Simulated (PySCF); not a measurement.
Compound: 1,4,5,8-tetraazanaphthalene, C6H4N4.
Structure used (PBE0-D3(BJ)/def2-SVP), in Å, numbered top down from 1:
```
atom  x, y, z in Å
C1    -2.2893   -0.0921   -0.5684
C2    -2.1907   -0.2550    0.8426
N3    -1.0448   -0.2517    1.4710
C4     0.0596   -0.0835    0.7089
N5     1.2608   -0.0754    1.3305
C6     2.3095    0.0893    0.5685
C7     2.2107    0.2522   -0.8425
N8     1.0644    0.2488   -1.4701
C9    -0.0396    0.0805   -0.7074
N10   -1.2402    0.0725   -1.3299
H11   -3.2745   -0.1027   -1.0503
H12   -3.1010   -0.3892    1.4396
H13    3.2949    0.1000    1.0500
H14    3.1206    0.3865   -1.4399
```

All values: PBE0/pcSseg-1 and CAM-B3LYP/def2-SVPD (PySCF, non-relativistic), on one gas-phase PBE0-D3(BJ)/def2-SVP geometry that isn't relaxed in the solvent. The solvent is an IEF-PCM continuum (Bondi radii, 1.10 Å for H, scaled by 1.2). Specific hydrogen bonds and non-electrostatic terms are outside this model.

Gas phase at PBE0/pcSseg-1: HOMO -7.19 eV, LUMO -2.91 eV, dipole 0.00 D.

Task: What does the continuum do to the energy, the frontier levels and the dipole at PBE0/pcSseg-1 in tetrahydrofuran and water?

Result: 
```tsv
solvent	ε	E(solvent) − E(gas) (kcal/mol)	polarisation term (kcal/mol)	distortion of the solute (kcal/mol)	HOMO (eV)	LUMO (eV)	dipole (D)
tetrahydrofuran	7.426	-8.90	-10.28	1.38	-7.30	-2.87	0.00
water	78.36	-11.19	-13.40	2.21	-7.35	-2.88	0.00
```

Polarisation term: ½ Σ q·V over the induced surface charges. Distortion: the rise of the solute's own energy as its density leaves the gas-phase optimum. From tetrahydrofuran to water the lowering changes by a factor 1.26, Onsager's factor (ε − 1)/(2ε + 1) by 1.21 and ε itself by 10.6. Charge and dipole vanish, so a point-dipole model would give no lowering at all.

Task: Which ESP-fitted charges (PBE0/pcSseg-1) respond most in tetrahydrofuran (means over atoms taken as equivalent)?

Result: 
| atoms | environment | gas (e) | solvent (e) | change |
| --- | --- | --- | --- | --- |
| N3/N5/N8/N10 | pyridine-type nitrogen | -0.543 | -0.616 | -0.073 |
| C4/C9 | ring-fusion aromatic carbon | +0.648 | +0.698 | +0.050 |
| C1/C2/C6/C7 | aromatic CH next to a ring nitrogen | +0.104 | +0.136 | +0.032 |
| H11/H12/H13/H14 | aromatic hydrogen | +0.116 | +0.131 | +0.015 |

Task: Which Mayer bond orders change most in tetrahydrofuran?

Result: 
```json
{"bond": "C1–C2", "length (Å)": "1.424", "gas": "1.210", "solvent": "1.227", "change": "+0.017"}
{"bond": "C6–C7", "length (Å)": "1.424", "gas": "1.210", "solvent": "1.227", "change": "+0.017"}
{"bond": "C2–N3", "length (Å)": "1.307", "gas": "1.612", "solvent": "1.598", "change": "-0.014"}
{"bond": "N10–C1", "length (Å)": "1.307", "gas": "1.612", "solvent": "1.598", "change": "-0.014"}
{"bond": "N5–C6", "length (Å)": "1.307", "gas": "1.612", "solvent": "1.599", "change": "-0.013"}
{"bond": "C7–N8", "length (Å)": "1.307", "gas": "1.612", "solvent": "1.599", "change": "-0.013"}
{"bond": "C9–C4", "length (Å)": "1.429", "gas": "1.149", "solvent": "1.158", "change": "+0.009"}
{"bond": "C1–H11", "length (Å)": "1.097", "gas": "0.962", "solvent": "0.958", "change": "-0.004"}
```

Gas phase at CAM-B3LYP/def2-SVPD: HOMO -8.68 eV, LUMO -1.92 eV, dipole 0.00 D.

Task: What does the continuum do to the energy, the frontier levels and the dipole at CAM-B3LYP/def2-SVPD in tetrahydrofuran and water?

Result: 
```csv
solvent,ε,E(solvent) − E(gas) (kcal/mol),polarisation term (kcal/mol),distortion of the solute (kcal/mol),HOMO (eV),LUMO (eV),dipole (D)
tetrahydrofuran,7.426,-8.51,-10.11,1.60,-8.79,-1.87,0.00
water,78.36,-10.77,-13.36,2.59,-8.84,-1.88,0.00
```

Task: How does the static polarisability (CAM-B3LYP/def2-SVPD, frozen core, with the continuum's full static response) change?

Result: 
| medium | isotropic (au) | principal values (au) | ⟨r²⟩ of the electrons (bohr²) |
| --- | --- | --- | --- |
| gas | 95.9 | 49.8, 89.0, 148.8 | 1130.5 |
| tetrahydrofuran | 129.5 | 63.1, 121.9, 203.6 | 1128.2 |
| water | 139.2 | 68.0, 132.0, 217.6 | 1127.7 |

The isotropic value in water is 1.45 times the gas-phase one; no cavity-field correction is applied. ⟨r²⟩ is taken about the centre of nuclear charge.

On Arm Neoverse V2, one thread, shared host with 64 logical CPUs at a one-minute load of 22, this took 22 s and 1.0 GiB of memory at its peak. This is the whole shielding run at PBE0/pcSseg-1 in water, SCF included.
